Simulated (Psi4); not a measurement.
# CH6B− ([BMeH3]-): levels of theory compared

We compute a comparison of 4 runs (B3LYP/6-31G*, CC2/pcseg-0, CCSD(T)/6-311G**) of CH6B− ([BMeH3]-). 

The results are computed with Psi4 1.11.

6 further runs of the same task are left out: 6 set aside as unsound or not needed.

## 1. Starting point

CH6B−: 8 atoms, total charge -1, spin state singlet. SMILES: `[H][B-]([H])([H])C`. The shape is that of a GFN2-xTB optimisation.

Bond lengths: B1–C2 1.649 Å, C2–H3 1.096 Å, C2–H4 1.096 Å, C2–H5 1.096 Å, B1–H6 1.231 Å, B1–H7 1.231 Å, B1–H8 1.232 Å. Some angles: B1–C2–H3 112.2°, B1–C2–H4 112.2°, B1–C2–H5 112.2°, C2–B1–H6 110.2°, C2–B1–H7 110.2°, C2–B1–H8 110.2°, H3–C2–H4 106.6°, H3–C2–H5 106.6°, H4–C2–H5 106.6°, H6–B1–H7 108.7°.

## 2. Energy and forces at B3LYP/6-31G(d) (Cartesian functions) (run 1)

Contents of job.inp:

```
memory 1600 mb

molecule mol {
  -1 1
  B     -0.002120     0.003030    -0.820260
  C      0.002160    -0.002850     0.828840
  H     -1.010180     0.041900     1.245300
  H      0.550190     0.849940     1.244930
  H      0.469650    -0.905360     1.238890
  H      1.151450    -0.035240    -1.249110
  H     -0.546150     1.024230    -1.240270
  H     -0.615010    -0.975650    -1.248310
  symmetry c1
  no_reorient
  no_com
}

set {
  reference            rks
  puream               false
  e_convergence        1e-09
  d_convergence        1e-08
  scf_type             pk
  dft_radial_points    99
  dft_spherical_points 590
}

e, wfn = gradient('b3lyp/6-31G*', return_wfn=True)
oeprop(wfn, 'QUADRUPOLE', 'WIBERG_LOWDIN_INDICES', 'MAYER_INDICES', title='B3LYP')
print_variables()
```

Command:

```sh
$ psi4 -i job.inp -o job.out -n 1
```

job.out:

```text
[...]
  Running in c1 symmetry.
[...]
  Nuclear repulsion =   35.575081270040862
[...]
  Multiplicity = 1
[...]
  Nalpha       = 9
  Nbeta        = 9
[...]
    Number of basis functions: 42
[...]
   @RKS iter   1:   -66.21377916079808   -3.22577e-01   1.81249e-02 ADIIS/DIIS
[...]
   @RKS iter   9:   -66.56790438385529   -8.81073e-12   4.56999e-09 DIIS
[...]
  @RKS Final Energy:   -66.56790438385529
   => Energetics <=
    Nuclear Repulsion Energy =             35.5750812700408616
    One-Electron Energy =                -162.3575218767945501
    Two-Electron Energy =                  69.9070490315209980
    DFT Exchange-Correlation Energy =      -9.6925128086226078
    Empirical Dispersion Energy =           0.0000000000000000
    VV10 Nonlocal Energy =                  0.0000000000000000
    Total Energy =                        -66.5679043838552928
[...]
  -Total Gradient:
     Atom            X                  Y                   Z
    ------   -----------------  -----------------  -----------------
       1       -0.000054984141     0.000152922113    -0.003387484109
       2       -0.000128573238     0.000154179920     0.008652046903
       3        0.005267271336    -0.000209950381    -0.004030168268
       4       -0.002744206941    -0.004381732141    -0.003936927123
       5       -0.002372147029     0.004490332780    -0.003861398093
       6       -0.004557378778     0.000169752557     0.002201371869
       7        0.002166070658    -0.004159848804     0.002230459289
       8        0.002423968915     0.003784363933     0.002132075122
[...]
 Multipole Moments:
 ------------------------------------------------------------------------------------
     Multipole            Electronic (a.u.)      Nuclear  (a.u.)        Total (a.u.)
 ------------------------------------------------------------------------------------
 L = 1.  Multiply by 2.5417464519 to convert [e a0] to [Debye]
 Dipole X            :         -0.0013293            0.0043653            0.0030360
 Dipole Y            :         -0.0001839           -0.0040251           -0.0042091
 Dipole Z            :         -0.3344644            1.6311549            1.2966905
 Magnitude           :                                                    1.2967009
 L = 2.  Multiply by 1.3450342976 to convert [e a0^2] to [Debye ang]
 Quadrupole XX       :        -28.1140657           12.6635261          -15.4505396
 Quadrupole XY       :         -0.0006680            0.0003741           -0.0002939
[...]
```

Wall time 20 s (1 thread of Intel Xeon Platinum 8259CL at 2.50GHz (Skylake/Cascade Lake), shared host); peak memory 0.79 GiB.

## 3. A single-point energy at CC2/pcseg-0 (run 2)

Contents of job.py:

```python
import psi4

psi4.set_memory('1600 MB')
psi4.set_num_threads(1)
psi4.core.set_output_file('output.dat', False)

m = psi4.geometry("""
-1 1
B     -0.00400622     0.00572587    -1.55006675
C      0.00408181    -0.00538572     1.56628060
H     -1.90896354     0.07917952     2.35327594
H      1.03970842     1.60615382     2.35257674
H      0.88750987    -1.71088244     2.34116280
H      2.17592515    -0.06659395    -2.36047580
H     -1.03207392     1.93551419    -2.34377062
H     -1.16220046    -1.84371129    -2.35896402
units bohr
symmetry c1
""")

options = {'basis': 'pcseg-0', 'reference': 'rhf', 'scf_type': 'pk', 'freeze_core': True}
psi4.set_options(options)

result = psi4.energy("cc2")
print('E =', round(result, 9))
```

Command:

```sh
$ python job.py
```

output.dat:

```text
[...]
  Running in c1 symmetry.
[...]
  Nuclear repulsion =   35.575081301132002
[...]
  Multiplicity = 1
[...]
  Nalpha       = 9
  Nbeta        = 9
[...]
    Number of basis functions: 30
[...]
   @RHF iter   1:   -65.72072990468691   -6.56087e-01   1.37986e-02 ADIIS/DIIS
[...]
   @RHF iter  10:   -65.83610977122636   -1.13687e-13   1.48210e-09 DIIS
[...]
    Orbital Energies [Eh]
    ---------------------
    Doubly Occupied:
       1A    -10.981965     2A     -7.293798     3A     -0.714359
       4A     -0.434826     5A     -0.335644     6A     -0.335508
       7A     -0.198837     8A     -0.178966     9A     -0.178871
[...]
  @RHF Final Energy:   -65.83610977122636
   => Energetics <=
    Nuclear Repulsion Energy =             35.5750813011320020
    One-Electron Energy =                -161.5168318354921553
    Two-Electron Energy =                  60.1056407631337919
    Total Energy =                        -65.8361097712263614
[...]
 Multipole Moments:
 ------------------------------------------------------------------------------------
     Multipole            Electronic (a.u.)      Nuclear  (a.u.)        Total (a.u.)
 ------------------------------------------------------------------------------------
 L = 1.  Multiply by 2.5417464519 to convert [e a0] to [Debye]
 Dipole X            :          0.0018076            0.0015682            0.0033758
 Dipole Y            :         -0.0016120           -0.0028938           -0.0045058
 Dipole Z            :          0.7959302            0.6284075            1.4243377
 Magnitude           :                                                    1.4243489
[...]
      * MP2 total energy                      =  -66.004889473929708
[...]
```

The script printed:

```text
E = -66.0060517
```

Run time: 6.6 s. Hardware: 1 thread of Intel Xeon Platinum 8259CL at 2.50GHz (Skylake/Cascade Lake), shared host; peak memory 0.19 GiB.

## 4. A single-point energy at CC2/pcseg-0 (sfX2C) (run 3)

Contents of ch6b.inp:

```
memory 1600 MB

molecule system {
  -1 1
  B     -0.002120     0.003030    -0.820260
  C      0.002160    -0.002850     0.828840
  H     -1.010180     0.041900     1.245300
  H      0.550190     0.849940     1.244930
  H      0.469650    -0.905360     1.238890
  H      1.151450    -0.035240    -1.249110
  H     -0.546150     1.024230    -1.240270
  H     -0.615010    -0.975650    -1.248310
  symmetry c1
}

set {
  basis pcseg-0
  reference rhf
  scf_type pk
  freeze_core true
  relativistic x2c
}

e, wfn = energy("cc2", return_wfn=True)
```

Command:

```sh
$ psi4 -n 1 ch6b.inp ch6b.out
```

ch6b.out:

```text
[...]
  Running in c1 symmetry.
[...]
  Nuclear repulsion =   35.575081270040862
[...]
  Multiplicity = 1
[...]
  Nalpha       = 9
  Nbeta        = 9
[...]
    Number of basis functions: 30
[...]
    WARNING: The X2C and Dirac Hamiltonians have substatially different eigenvalues!
             This is probably caused by the recontraction of the basis set.
[...]
   @RHF iter   1:   -65.74067714560709   -6.56496e-01   1.38185e-02 DIIS/ADIIS
[...]
   @RHF iter  10:   -65.85640852895074   -1.42109e-13   1.51239e-09 DIIS
[...]
    Orbital Energies [Eh]
    ---------------------
    Doubly Occupied:
       1A    -10.986676     2A     -7.296062     3A     -0.715023
       4A     -0.435045     5A     -0.335461     6A     -0.335325
       7A     -0.198676     8A     -0.178905     9A     -0.178810
[...]
  @RHF Final Energy:   -65.85640852895074
   => Energetics <=
    Nuclear Repulsion Energy =             35.5750812700408616
    One-Electron Energy =                -161.5430133698973236
    Two-Electron Energy =                  60.1115235709057245
    Total Energy =                        -65.8564085289507375
[...]
 Multipole Moments:
 ------------------------------------------------------------------------------------
     Multipole            Electronic (a.u.)      Nuclear  (a.u.)        Total (a.u.)
 ------------------------------------------------------------------------------------
 L = 1.  Multiply by 2.5417464519 to convert [e a0] to [Debye]
 Dipole X            :          0.0018048            0.0015682            0.0033730
 Dipole Y            :         -0.0016073           -0.0028938           -0.0045011
 Dipole Z            :          0.7949755            0.6284075            1.4233830
 Magnitude           :                                                    1.4233941
[...]
      * MP2 total energy                      =  -66.025240870825982
[...]
```

It took 6.9 s on 1 thread of Intel Xeon Platinum 8259CL at 2.50GHz (Skylake/Cascade Lake), shared host; peak memory 0.19 GiB.

## 5. A single-point energy at CCSD(T)/6-311G(d,p) (density fitting) (run 4)

Contents of run_ase.py:

```python
import numpy as np
from ase.calculators.psi4 import Psi4
from ase import Atoms

atoms = Atoms(['B', 'C', 'H', 'H', 'H', 'H', 'H', 'H'], positions=[
    [-0.002120, 0.003030, -0.820260],
    [0.002160, -0.002850, 0.828840],
    [-1.010180, 0.041900, 1.245300],
    [0.550190, 0.849940, 1.244930],
    [0.469650, -0.905360, 1.238890],
    [1.151450, -0.035240, -1.249110],
    [-0.546150, 1.024230, -1.240270],
    [-0.615010, -0.975650, -1.248310],
])
calc = Psi4(atoms=atoms, method='ccsd(t)', basis='6-311G**', memory='1600MB', num_threads=1, charge=-1, multiplicity=1, label='calc')
calc.psi4.set_options({'scf_type': 'disk_df', 'freeze_core': True})
atoms.calc = calc

print(f'energy: {atoms.get_potential_energy():.6f} eV')
```

Command:

```sh
$ python run_ase.py
```

calc.dat:

```text
[...]
  Running in c1 symmetry.
[...]
  Nuclear repulsion =   35.575081270040862
[...]
  Multiplicity = 1
[...]
  Nalpha       = 9
  Nbeta        = 9
[...]
    Number of basis functions: 72
[...]
   @DF-RHF iter   1:   -65.87838617887613   -6.50267e-01   6.64113e-03 ADIIS/DIIS
[...]
   @DF-RHF iter  10:   -66.03387006140980   -4.32010e-12   3.70222e-09 DIIS
[...]
    Orbital Energies [Eh]
    ---------------------
    Doubly Occupied:
       1A    -10.979785     2A     -7.290934     3A     -0.714197
       4A     -0.435555     5A     -0.333403     6A     -0.333266
       7A     -0.195639     8A     -0.181050     9A     -0.180953
[...]
  @DF-RHF Final Energy:   -66.03387006140980
   => Energetics <=
    Nuclear Repulsion Energy =             35.5750812700408616
    One-Electron Energy =                -161.9283393702587546
    Two-Electron Energy =                  60.3193880388080856
    Total Energy =                        -66.0338700614098002
[...]
 Multipole Moments:
 ------------------------------------------------------------------------------------
     Multipole            Electronic (a.u.)      Nuclear  (a.u.)        Total (a.u.)
 ------------------------------------------------------------------------------------
 L = 1.  Multiply by 2.5417464519 to convert [e a0] to [Debye]
 Dipole X            :          0.0017484            0.0015682            0.0033165
 Dipole Y            :         -0.0014351           -0.0028938           -0.0043289
 Dipole Z            :          0.7687477            0.6284075            1.3971552
 Magnitude           :                                                    1.3971658
[...]
      * MP2 total energy                      =  -66.328231999307306
[...]
      * CCSD total energy                     =  -66.366384506382957
[...]
      * CCSD(T) total energy                  =  -66.375786248364221
```

Standard output:

```text
energy: -1806.177142 eV
```

It took 21 s on 1 thread of Intel Xeon Platinum 8259CL at 2.50GHz (Skylake/Cascade Lake), shared host; peak memory 0.47 GiB.

## 6. All runs side by side

```csv
run,level,task,Cartesian functions,energy (Eh),HOMO energy (eV),LUMO energy (eV),HOMO–LUMO gap (eV),wall time
1,B3LYP/6-31G* (Cartesian functions),gradient,yes,-66.567904,-0.84,8.55,9.39,20 s
2,CC2/pcseg-0,energy,no,-66.006052,-4.87,10.78,15.65,6.6 s
3,CC2/pcseg-0 (sfX2C),energy,no,-66.026403,-4.87,10.77,15.64,6.9 s
4,CCSD(T)/6-311G** (density fitting),energy,no,-66.375786,-4.92,9.28,14.20,21 s
```

## 7. What came out

```
                                                    quantity         value
                                         run 4: total energy  -66.37579 Eh
                  run 4: HOMO energy (Hartree–Fock orbitals)      -4.92 eV
                  run 4: LUMO energy (Hartree–Fock orbitals)       9.28 eV
run 4: HOMO–LUMO gap (to an unbound level, set by the basis)      14.20 eV
          run 4: correlation energy (2 core orbitals frozen)    -341.9 mEh
                                       run 4: (T) correction     -9.40 mEh
                                        run 4: T1 diagnostic         0.008
```

All runs together took 55 s, the longest 21 s.
